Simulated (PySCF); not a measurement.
Below is a simulated gas-phase C 1s photoelectron spectrum of `C(C(C)C)(O)=O`.

Every computed line was given a Gaussian of 1.0 eV full width at half maximum and an area set by the number of equivalent atoms; the highest printed point is 100. Method: delta-SCF UKS SCAN, pcX-2 on the ionised atom, pcseg-1 elsewhere, spin-free X2C (PySCF 2.14.0).

```csv
binding energy (eV),intensity
289.2,0
289.4,1
289.6,4
289.8,10
290.0,24
290.2,47
290.4,72
290.6,93
290.8,100
291.0,92
291.2,73
291.4,51
291.6,30
291.8,15
292.0,7
292.2,2
292.4,1
292.6,0
292.8,0
293.0,0
293.2,0
293.4,0
293.6,1
293.8,4
294.0,10
294.2,20
294.4,31
294.6,38
294.8,38
295.0,30
295.2,19
295.4,10
295.6,4
295.8,1
296.0,0
```

Task: How many maxima does the curve show, and how many computed lines lie under it?

Result: The curve has 2 maxima (at 290.8 and 294.7 eV). Under it lie 3 lines from 3 inequivalent carbon sites. At this width some lines have no maximum of their own.

Task: Decompose the envelope and assign each component. Numbering: `[CH3:1][CH:2]([CH3:3])[C:4](=[O:5])[OH:6]`.

Result: 
```json
{"position (eV)": "290.66", "relative area": "2", "line": "C 1s", "atoms": "C1/C3", "environment": "methyl carbon"}
{"position (eV)": "291.18", "relative area": "1", "line": "C 1s", "atoms": "C2", "environment": "sp3 carbon next to a carbonyl"}
{"position (eV)": "294.70", "relative area": "1", "line": "C 1s", "atoms": "C4", "environment": "carboxylic acid carbon"}
```

Task: What are the centre and the root-mean-square width of the whole band?

Result: The area-weighted mean of the lines is 291.80 eV. Their own spread about it is 1.69 eV (rms) and each Gaussian has σ = 1.0/2.355 = 0.42 eV; the variances add, which gives 1.74 eV.

Lowest listed C 1s: C1/C3, bonded to C and 3 H. Highest, 4.04 eV above it: C4, bonded to O (double bond), O and C. Summing the Pauling electronegativity differences to the bonded atoms, each weighted by its formal bond order, gives -1.05 for the lowest site and +2.67 for the highest; no listed site has a larger sum than the highest.

No satellites, vibrations or lifetime broadening are included. Topologically equivalent atoms share the value of their first member; where this conformer doesn't relate them by symmetry, their own values could differ. The structure is a single GFN2-xTB conformer in the gas phase; no vibrational or solvent corrections.

The values belong to the conformer `[CH3:1][CH:2]([CH3:3])[C:4](=[O:5])[OH:6]`: C1–C2–C4–O5 34°, H–O6–C4–C2 -178°.
